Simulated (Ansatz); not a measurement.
# C₃H₃F (SMILES FC1C=C1): one structure at several levels

One table from this session's results is given with a row withheld; the runs are named, their logs left out.

Method: single points in def2-TZVPP; program: Ansatz 0.2.0, Gaussian basis.

Correlated methods freeze the cores.

## The system as given

SMILES `FC1C=C1`, 7 atoms, charge 0, spin multiplicity 1.

Atoms are counted from 1 here; the program's logs count them from 0.

Bond lengths: F1–C2 1.210 Å, C2–C3 1.494 Å, C2–C4 1.527 Å, C2–H5 1.196 Å, C3–C4 1.484 Å, C3–H6 0.941 Å, C4–H7 0.806 Å. Angles: F1–C2–C3 126.4°, F1–C2–C4 119.5°, F1–C2–H5 108.5°, C3–C2–C4 58.8°, C3–C2–H5 121.0°, C4–C2–H5 113.1°, C2–C3–C4 61.7°, C2–C3–H6 134.8°, C4–C3–H6 156.0°, C2–C4–C3 59.5°, C2–C4–H7 161.6°, C3–C4–H7 133.1°.

As a file:

```mol
C3H3F
  3D, bonds by distance, orders not assigned

  7  7  0  0  0  0  0  0  0  0999 V2000
   -1.4178   -0.9021    0.0044 F   0  0
   -0.5522   -0.1333   -0.3480 C   0  0
    0.2136    0.8028    0.5288 C   0  0
    0.9011   -0.4125    0.0275 C   0  0
   -0.6998    0.0956   -1.5126 H   0  0
   -0.0194    1.4596    1.1612 H   0  0
    1.5723   -0.7978    0.2531 H   0  0
  1  2  8  0
  2  3  8  0
  2  4  8  0
  2  5  8  0
  3  4  8  0
  3  6  8  0
  4  7  8  0
M  END
```

Set-up of the first run:

The input, run/in.yaml:

```yaml
crystal:
  periodic: [false, false, false]
  atoms:
    - {symbol: F, position_ang: [-1.417800, -0.902100, 0.004400]}
    - {symbol: C, position_ang: [-0.552200, -0.133300, -0.348000]}
    - {symbol: C, position_ang: [0.213600, 0.802800, 0.528800]}
    - {symbol: C, position_ang: [0.901100, -0.412500, 0.027500]}
    - {symbol: H, position_ang: [-0.699800, 0.095600, -1.512600]}
    - {symbol: H, position_ang: [-0.019400, 1.459600, 1.161200]}
    - {symbol: H, position_ang: [1.572300, -0.797800, 0.253100]}
basis:
  gaussian: {orbitals: def2-TZVPP}
correlation: {method: ccsd_t}
output: {forces: true}
```

No record of the launch command was kept for these runs.

Among the steps run: CCSD(T)/def2-TZVPP; PBE0-D4/def2-TZVPP; wB97M-V/def2-TZVPP; r2SCAN-D4/def2-TZVPP; PBE-D4/def2-TZVPP; r2SCAN0-D4/def2-TZVPP; CAM-B3LYP-D4/def2-TZVPP.

One of the session's tables, all rows but one given; the rest of the session is left out.

| method | RMS force component (eV/Å) | angle to CCSD(T) forces (°) | dipole (D) |
| --- | --- | --- | --- |
| CCSD(T) | 9.134 | reference | 0.80 |
| PBE0-D4 | 9.347 | 2.1 | 0.79 |
| wB97M-V | 9.289 | 1.8 | 0.80 |
| r2SCAN-D4 | 9.241 | 1.4 | 0.77 |
| PBE-D4 | ? | ? | ? |
| r2SCAN0-D4 | 9.357 | 2.6 | 0.81 |
| CAM-B3LYP-D4 | 9.319 | 2.3 | 0.82 |

**Question.** Estimate the row for PBE-D4.

**Answer.** RMS force component (eV/Å): 9.200; angle to CCSD(T) forces (°): 1.0; dipole (D): 0.74. In the column «RMS force component (eV/Å)» it lies between CCSD(T) (9.134) and r2SCAN-D4 (9.241).
